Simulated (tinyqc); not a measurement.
Inside a calculation. Method: extended Hueckel theory, for HF. One step of it, computed by the program tinyqc.

Task: Wolfsberg-Helmholz matrix. H_ij = K' S_ij (H_ii + H_jj)/2 for i != j (the diagonal keeps H_ii), with K' = 2.

overlap S, lower triangle:
```
           1F 2s    1F 2px    1F 2py    1F 2pz     2H 1s
1F 2s   1.000000
1F 2px  0.000000  1.000000
1F 2py  0.000000  0.000000  1.000000
1F 2pz  0.000000  0.000000  0.000000  1.000000
2H 1s   0.418353  0.000000  0.000000  0.352767  1.000000
```

diagonal H_ii (eV): 1F 2s -40.000000, 1F 2px -18.100000, 1F 2py -18.100000, 1F 2pz -18.100000, 2H 1s -13.600000

K = 2.000000

Give: H.

Result:

H (eV), lower triangle:
```
           1F 2s    1F 2px    1F 2py    1F 2pz     2H 1s
1F 2s   -40.0000
1F 2px    0.0000  -18.1000
1F 2py    0.0000    0.0000  -18.1000
1F 2pz    0.0000    0.0000    0.0000  -18.1000
2H 1s   -22.4237    0.0000    0.0000  -11.1827  -13.6000
```
